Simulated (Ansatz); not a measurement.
H3Ge–N, triplet in cc-pVDZ: errors against UCCSDT(Q)

Geometry: a PBE0/def2-TZVP stationary point for this spin, not checked as a minimum.

```yaml
atoms:
  - { symbol: Ge, position_ang: [-0.2797, -0.0021, 0.0009] }
  - { symbol: N, position_ang: [1.6147, 0.0123, -0.0051] }
  - { symbol: H, position_ang: [-0.7720, 1.4535, 0.0039] }
  - { symbol: H, position_ang: [-0.7514, -0.7367, 1.2654] }
  - { symbol: H, position_ang: [-0.7593, -0.7341, -1.2622] }
```

Basis cc-pVDZ; Ansatz 0.2.0. Correlated methods freeze the noble-gas cores and the filled d shells of p-block atoms, which leaves 12 electrons in 41 orbitals. Prefix R: restricted or restricted open-shell reference; prefix U: unrestricted. Active spaces: valence = (12e, 11o) chosen from the atoms' valence shells. No spin–orbit coupling is included, and no scalar relativity.

Full CI isn't at hand for all of this; UCCSDT(Q) serves as the reference, and is uncertain by about the last step of the cluster series. The frozen core follows each run's orbitals, which can shift R against U totals by a few meV for light atoms and by up to 0.1 eV past Ca.

The UHF ⟨S²⟩ is 2.020. The T1 diagnostic (RCCSD) is 0.0208. The largest doubles amplitude (RCCSD) is 0.030 and the T1 diagnostic (UCCSD) is 0.0153.

Task: From what is known of these methods and the diagnostics, rank them by the size of their error in total energy against UCCSDT(Q) in cc-pVDZ, smallest first (an estimate: the text doesn't fix the numbers).
A. UMP2
B. UCCSDT
C. UCCSD
D. UHF
E. UCCSD(T)

Result: B (8 meV), E (37 meV), C (169 meV), A (1284 meV), D (6606 meV).

All errors are against UCCSDT(Q) in cc-pVDZ. Within each family the higher level lies nearer, as is usual though not guaranteed.

Natural occupations of CASSCF (valence space) about the gap: 1.973 1.973 1.963 1.000 1.000 0.043 0.024 0.021 0.021; effectively unpaired electrons, Σ n²(2−n)², 2.02.

Atomization energy (electronic, same basis, no zero-point term; atoms at the same level, unrestricted beside the R rows where the molecule is a closed shell, but restricted open-shell past Ca, as are all atoms' steps beyond CCSDT(Q)) at UCCSDT(Q): 987.7 kJ/mol. Errors of other levels:

| level | error (kJ/mol) |
| --- | --- |
| UHF | -249.0 |
| UMP2 | -34.4 |
| UCCSD | -11.3 |
| UCCSD(T) | -2.3 |
| UCCSDT | -0.7 |

This basis is far from its limit, so the value isn't to be set against a measured one.
